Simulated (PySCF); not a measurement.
Series: binary hydrides. Isolated molecules, 0 K electronic values unless said otherwise. Strings in code marks are SMILES.

Delta-SCF ions had no search for a lower state. 

A: `C`
B: `B`
C: `[BeH2]`
D: `[LiH]`
E: `[InH3]`
F: `I`

Question: Order them by HOMO (lowest first) at the level PySCF 2.14.0 with PBE-D3(BJ)/def2-TZVP // PBE0-D3(BJ)/def2-TZVP.

Answer: A (-9.44 eV), B (-8.47 eV), C (-7.46 eV), E (-7.00 eV), F (-6.77 eV), D (-4.39 eV)
